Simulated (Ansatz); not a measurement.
Ansatz (an electronic-structure program) input (B3LYP-D3(BJ)/def2-TZVP):

Ansatz 0.2 input:
```yaml
crystal:
  periodic: [false, false, false]
  atoms:
    - {symbol: O, position_ang: [0.01811979, 0.24744507, 1.51494834]}
    - {symbol: C, position_ang: [0.02628059, 1.42904192, 0.75470710]}
    - {symbol: C, position_ang: [0.00210835, -0.83565918, 0.70034459]}
    - {symbol: C, position_ang: [0.01329249, 0.97699947, -0.56551668]}
    - {symbol: C, position_ang: [-0.00269828, -0.43964459, -0.60044620]}
    - {symbol: H, position_ang: [-0.00515790, -1.81580871, 1.16142933]}
    - {symbol: H, position_ang: [0.01467921, 1.60860265, -1.45186908]}
    - {symbol: H, position_ang: [-0.01582025, -1.09261741, -1.46749896]}
basis:
  gaussian:
    orbitals: def2-TZVP
hamiltonian:
  xc: b3lyp
  dispersion: d3bj
total_charge: -1
relax: {f_tol: 0.002, max_steps: 150}
```

Output:

```
Functional definition: B3LYP
integrals: 0.07 GiB planned
1003 factors; their error is unknown
mean field: 0.77 GiB planned
mean field evaluation 1: about -6238.9297 eV, gradient 4.7e1 eV
mean field evaluation 2: about -6229.6955 eV, gradient 7.8e1 eV
mean field evaluation 4: about -6244.2368 eV, gradient 5.8e0 eV
mean field evaluation 8: about -6244.3072 eV, gradient 5.5e-1 eV
mean field evaluation 16: about -6244.3077 eV, gradient 5.4e-5 eV
mean field -6244.30768596 eV, -229.4740749153 hartree, gradient 1.5e-5 eV, S^2 0.000000; 0 other end points of the search recorded, 0 dependent functions left out
the calculation of the forces begins
reference -6244.30791965 eV, -229.4740835030 hartree; 18, 18 occupied and 155, 155 virtual orbitals, 1003 factors
relax step   1: F+E_penalty+E_count = -6244.58379648 eV  Δ(F+E_penalty+E_count) = +0.000e0 eV  max|allowed force component| = 7.424e-1 eV/Å  Δτ_max = 0.0000 Å  (30 SCF iters, accepted)
these checks for a lower state are left out or cut short: starts, cluster_reference, orbital_swaps, neighbouring_geometries, increment
integrals: 0.07 GiB planned
1003 factors; their error is unknown
mean field: 0.77 GiB planned
mean field -6244.32301737 eV, -229.4746383341 hartree, gradient 1.6e-5 eV, S^2 0.000000; 0 other end points of the search recorded, 0 dependent functions left out
the calculation of the forces begins
reference -6244.32325136 eV, -229.4746469333 hartree; 18, 18 occupied and 155, 155 virtual orbitals, 1003 factors
relax step   2: F+E_penalty+E_count = -6244.59942011 eV  Δ(F+E_penalty+E_count) = -1.562e-2 eV  max|allowed force component| = 3.214e-1 eV/Å  Δτ_max = 0.0139 Å  (33 SCF iters, accepted)
these checks for a lower state are left out or cut short: starts, cluster_reference, orbital_swaps, neighbouring_geometries, increment
integrals: 0.07 GiB planned
1003 factors; their error is unknown
mean field: 0.77 GiB planned
mean field evaluation 32: about -6244.3275 eV, gradient 1.6e-5 eV
mean field -6244.32746930 eV, -229.4748019395 hartree, gradient 1.6e-5 eV, S^2 0.000000; 0 other end points of the search recorded, 0 dependent functions left out
the calculation of the forces begins
reference -6244.32770363 eV, -229.4748105511 hartree; 18, 18 occupied and 155, 155 virtual orbitals, 1003 factors
relax step   3: F+E_penalty+E_count = -6244.60398606 eV  Δ(F+E_penalty+E_count) = -4.566e-3 eV  max|allowed force component| = 1.114e-1 eV/Å  Δτ_max = 0.0103 Å  (33 SCF iters, accepted)
these checks for a lower state are left out or cut short: starts, cluster_reference, orbital_swaps, neighbouring_geometries, increment
integrals: 0.07 GiB planned
1003 factors; their error is unknown
mean field: 0.77 GiB planned
mean field -6244.32764436 eV, -229.4748083730 hartree, gradient 1.6e-5 eV, S^2 0.000000; 0 other end points of the search recorded, 0 dependent functions left out
the calculation of the forces begins
reference -6244.32787880 eV, -229.4748169883 hartree; 18, 18 occupied and 155, 155 virtual orbitals, 1003 factors
relax step   4: F+E_penalty+E_count = -6244.60415401 eV  Δ(F+E_penalty+E_count) = -1.679e-4 eV  max|allowed force component| = 9.332e-2 eV/Å  Δτ_max = 0.0085 Å  (33 SCF iters, accepted)
these checks for a lower state are left out or cut short: starts, cluster_reference, orbital_swaps, neighbouring_geometries, increment
integrals: 0.07 GiB planned
1003 factors; their error is unknown
mean field: 0.77 GiB planned
mean field -6244.32822136 eV, -229.4748295771 hartree, gradient 1.6e-5 eV, S^2 0.000000; 0 other end points of the search recorded, 0 dependent functions left out
the calculation of the forces begins
reference -6244.32845577 eV, -229.4748381916 hartree; 18, 18 occupied and 155, 155 virtual orbitals, 1003 factors
relax step   5: F+E_penalty+E_count = -6244.60469215 eV  Δ(F+E_penalty+E_count) = -5.381e-4 eV  max|allowed force component| = 7.922e-3 eV/Å  Δτ_max = 0.0050 Å  (33 SCF iters, accepted)
these checks for a lower state are left out or cut short: starts, cluster_reference, orbital_swaps, neighbouring_geometries, increment
integrals: 0.07 GiB planned
1003 factors; their error is unknown
mean field: 0.77 GiB planned
mean field -6244.32822459 eV, -229.4748296958 hartree, gradient 1.6e-5 eV, S^2 0.000000; 0 other end points of the search recorded, 0 dependent functions left out
the calculation of the forces begins
reference -6244.32845900 eV, -229.4748383104 hartree; 18, 18 occupied and 155, 155 virtual orbitals, 1003 factors
relax step   6: F+E_penalty+E_count = -6244.60469739 eV  Δ(F+E_penalty+E_count) = -5.242e-6 eV  max|allowed force component| = 2.733e-3 eV/Å  Δτ_max = 0.0007 Å  (34 SCF iters, accepted)
these checks for a lower state are left out or cut short: starts, cluster_reference, orbital_swaps, neighbouring_geometries, increment
integrals: 0.07 GiB planned
1003 factors; their error is unknown
mean field: 0.77 GiB planned
mean field -6244.32822542 eV, -229.4748297263 hartree, gradient 1.6e-5 eV, S^2 0.000000; 0 other end points of the search recorded, 0 dependent functions left out
the calculation of the forces begins
reference -6244.32845983 eV, -229.4748383410 hartree; 18, 18 occupied and 155, 155 virtual orbitals, 1003 factors
relax step   7: F+E_penalty+E_count = -6244.60469755 eV  Δ(F+E_penalty+E_count) = -1.599e-7 eV  max|allowed force component| = 1.043e-3 eV/Å  Δτ_max = 0.0002 Å  (34 SCF iters, accepted)
integrals: 0.07 GiB planned
1003 factors; their error is unknown
mean field: 0.77 GiB planned
mean field evaluation 64: about -6244.3282 eV, gradient 3.6e-4 eV
mean field -6244.32822542 eV, -229.4748297263 hartree, gradient 1.6e-5 eV, S^2 0.000000; 1 other end points of the search recorded, 0 dependent functions left out
the calculation of the forces begins
reference -6244.32845983 eV, -229.4748383410 hartree; 18, 18 occupied and 155, 155 virtual orbitals, 1003 factors
Total energy: -6244.60493197 eV, -229.4849985046 hartree
Atom 0 at     0.018714     0.244493     1.513496 Å, force     0.000014     0.000625     0.000061 eV/Å
Atom 1 at     0.026688     1.450212     0.740973 Å, force    -0.000013    -0.000436     0.000152 eV/Å
Atom 2 at     0.001618    -0.846208     0.696760 Å, force     0.000013     0.000474    -0.000441 eV/Å
Atom 3 at     0.013124     0.983270    -0.566547 Å, force     0.000002     0.000491     0.000022 eV/Å
Atom 4 at    -0.002608    -0.452703    -0.602804 Å, force    -0.000014    -0.001043     0.000649 eV/Å
Atom 5 at    -0.005840    -1.820586     1.164766 Å, force    -0.000009    -0.000087    -0.000452 eV/Å
Atom 6 at     0.014407     1.628288    -1.436592 Å, force     0.000008     0.000087     0.000033 eV/Å
Atom 7 at    -0.015299    -1.108407    -1.463953 Å, force    -0.000001    -0.000111    -0.000023 eV/Å
Dipole moment:    -0.012172    -0.899544    -0.378033 e Å
```

It need not be the lowest isomer of its formula. Whether it binds its extra electron was not tested at this geometry.
